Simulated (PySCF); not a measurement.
Species, as SMILES: FC(F)(F)F.
Geometry (B3LYP-D3(BJ)/def2-TZVP, fixed):
```
C
F 1 1.3260
F 1 1.3260 2 109.47
F 1 1.3260 2 109.47 3 120.00
F 1 1.3260 2 109.47 4 120.00
```
Charge 0, spin multiplicity 1.

Basis-set convergence of the mean static polarisability at HF with PySCF. All functions are spherical. Density fitting with generated auxiliary sets. No added dispersion term, no relativity. Reference: the value in d-aug-cc-pVTZ, 17.17 bohr³, itself unsure by roughly 0.7 % (its mean distance from aug-pcseg-2, aug-cc-pVTZ). Deviations are taken from unrounded values. Cost is core time over that of aug-pcseg-1, rough, on shared machines of one kind; a dash marks a row that isn't timed (too short, read off another run, short of memory, by another algorithm or on other hardware).

| basis | functions | mean static polarisability (bohr³) | minus reference (%) | cost |
|---|---|---|---|---|
| 3-21G | 45 | 8.38 | -51.2 | - |
| pcseg-0 | 45 | 8.89 | -48.2 | - |
| aug-pcseg-1 | 115 | 17.20 | 0.1 | 1× |
| 6-311++G(2d,2p) | 135 | 15.52 | -9.6 | 1× |
| pcseg-2 | 150 | 14.91 | -13.2 | 2× |
| def2-TZVPP | 155 | 14.87 | -13.4 | 2× |
| aug-cc-pVTZ | 230 | 17.06 | -0.7 | 5× |
| pcseg-3 | 300 | 16.79 | -2.2 | 10× |
| def2-QZVPPD | 327 | 17.13 | -0.3 | 20× |

The smallest set listed that lies within 5 % of the reference with all its larger relatives (same family, alike in diffuse functions; a set with none counts only in the reference's own line) is aug-pcseg-1 (115 functions, 1× in cost, 0.1 % off). Inside, with no larger relative to test it: aug-cc-pVTZ, pcseg-3, def2-QZVPPD. (Relatives not listed, tested too: aug-pcseg-2 -0.7 %.)
